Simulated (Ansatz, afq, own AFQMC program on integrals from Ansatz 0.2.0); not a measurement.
## BSiH5, singlet: AFQMC among the cluster methods

```json
{"atom": "B", "x (Å)": "-2.1169", "y (Å)": "0.0401", "z (Å)": "0.0000"}
{"atom": "H", "x (Å)": "-2.7137", "y (Å)": "1.0737", "z (Å)": "0.0000"}
{"atom": "H", "x (Å)": "-2.7137", "y (Å)": "-0.9935", "z (Å)": "0.0000"}
{"atom": "H", "x (Å)": "-0.7479", "y (Å)": "0.0401", "z (Å)": "0.0000"}
{"atom": "Si", "x (Å)": "0.9261", "y (Å)": "0.0401", "z (Å)": "0.0000"}
{"atom": "H", "x (Å)": "1.5383", "y (Å)": "-0.8342", "z (Å)": "1.0900"}
{"atom": "H", "x (Å)": "1.5383", "y (Å)": "-0.8342", "z (Å)": "-1.0900"}
```

Basis cc-pVDZ. Noble-gas cores (and the filled d shells of Ga–Kr and In–Xe) are frozen. AFQMC by an in-house program on the Cholesky factors that Ansatz 0.2.0 writes for its CCSD(T) run. The CISD trial takes its coefficients from CCSD amplitudes. Released means that phaseless walkers are propagated on without the constraint, phases kept. Uncertainties: one standard error, sampling alone.

Determinant: RHF, the one that the program's search chose, which needn't be the lowest solution. The geometry is a point of a scan.

No full CI on the walks' own integrals is used here; CCSDT(Q) serves as the reference and is uncertain by about the last step of the cluster series.

Cautions: restricted determinant unstable towards unrestricted (UHF 31 meV lower, ⟨S²⟩ 0.26); the released energies are still falling, so no released level is given (meV from the phaseless value at times in 1/Eh: -1.1 ± 2.2 at 0.24, 0 ± 3 at 0.51, -3 ± 4 at 0.99, -5 ± 4 at 1.62, -8 ± 3 at 2.40), though the last usable value meets CCSDT(Q) within the noise.

- T1 diagnostic: 0.0165
- weight of the determinant in the CISD state: 0.857
- size of the correlated space: 12 electrons in 51 orbitals

Reference: CCSDT(Q), correlation energy -6.837 eV.

| level | E − E(reference) (kJ/mol) | share of correlation (%) |
| --- | --- | --- |
| HF | 659.7 | 0.00 |
| MP2 | 150.9 | 77.12 |
| CCSD | 19.7 | 97.01 |
| CCSD(T) | 4.1 | 99.37 |
| CCSDT | 0.7 | 99.89 |
| ph-AFQMC/CISD | 0.5 ± 0.3 | 99.93 |

A walk keeps the symmetry of its determinant, which the program's search chose and which needn't be the lowest solution, so a lower state of the same spin and another symmetry isn't excluded.
